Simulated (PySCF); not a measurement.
## Li: electron affinity

Li⁻ [He] 2s2 (1S) → Li [He] 2s1 (2S), as a difference of total energies. Computed with PySCF 2.14 in dyall-acv3z (15s9p3d, 57 functions), with the spin-free X2C one-electron Hamiltonian (Gaussian nucleus). Correlated levels: valence and next inner shell: nothing frozen; virtual orbitals above 40 to 60 times the deepest correlated orbital energy dropped. The calculations carry no spin-orbit coupling.

```csv
method,electron affinity (eV),error (eV)
UHF,-0.123,-0.741
MP2 (valence and next inner shell),0.335,-0.283
SCS-MP2 (valence and next inner shell),0.425,-0.193
CCSD (valence and next inner shell),0.606,-0.012
CCSD(T) (valence and next inner shell),0.613,-0.005
CCSDT (valence and next inner shell),0.614,-0.004
```

Reference: 0.618 eV (measured; photodetachment measurements, as compiled on the Wikipedia data page of electron affinities).

Errors of the correlated levels include the incompleteness of this basis.

A negative affinity means that the anion lies above the atom at that level of theory.

The coupled-cluster amplitudes are large for Li⁻ (T1 above 0.03 or a double amplitude above 0.15), so a single reference is strained.
